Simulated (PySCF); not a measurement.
Energy of S⁻ (sulfur, charge -1) between two integer charges

The 3p beta orbital of [Ne] 3s2 3p5 is emptied in steps (occupation f), with all orbitals relaxed, ending at [Ne] 3s2 3p4. Computed with PySCF 2.14 in def2-TZVPPD (6s6p4d1f, 51 functions), with no relativity, point nucleus. The exact energy is a straight line in f; departures are measured from the line between the end points of the same method.

```csv
f,LDA (eV),PBE (eV),PBE0 (eV),r2SCAN (eV),LC-wPBE (eV),BHandHLYP (eV),HSE06 (eV),CAM-B3LYP (eV)
1,0.000,0.000,0.000,0.000,0.000,0.000,0.000,0.000
0.8,-0.557,-0.534,-0.356,-0.500,0.056,-0.188,-0.419,-0.165
0.6,-0.854,-0.814,-0.542,-0.754,0.078,-0.294,-0.637,-0.258
0.4,-0.869,-0.825,-0.548,-0.752,0.075,-0.305,-0.643,-0.268
0.2,-0.588,-0.554,-0.368,-0.494,0.049,-0.210,-0.431,-0.185
0,0.000,0.000,0.000,0.000,0.000,0.000,0.000,0.000
```

Problem. For HSE06, how does the orbital energy at f = 1 compare with the removal energy?

Solution. −ε = -0.503 eV against a total-energy difference of 2.066 eV. By Janak's theorem ε = ∂E/∂f, so the gap between them reflects the curvature. Along the path −ε is 0.463 (f = 0.8), 1.499 (f = 0.6), 2.578 (f = 0.4), 3.674 (f = 0.2) eV.

| method | E(f=0) − E(f=1) (eV) | −ε at f=1 (eV) | −ε at f=0.4 (eV) |
| --- | --- | --- | --- |
| LDA | 2.396 | -1.001 | 3.049 |
| PBE | 2.169 | -1.099 | 2.813 |
| PBE0 | 2.067 | -0.112 | 2.501 |
| r2SCAN | 2.120 | -0.965 | 2.777 |
| LC-wPBE | 2.054 | 2.440 | 1.980 |
| BHandHLYP | 1.946 | 0.836 | 2.148 |
| HSE06 | 2.066 | -0.503 | 2.578 |
| CAM-B3LYP | 2.156 | 1.181 | 2.331 |

At f = 1 the orbital energy is positive for LDA, PBE, PBE0, r2SCAN, HSE06: only the finite basis holds the electron.

Reference removal energy between the ground levels: 2.077 eV (measured; photodetachment measurements, as compiled on the Wikipedia data page of electron affinities). The calculation has no spin-orbit coupling.
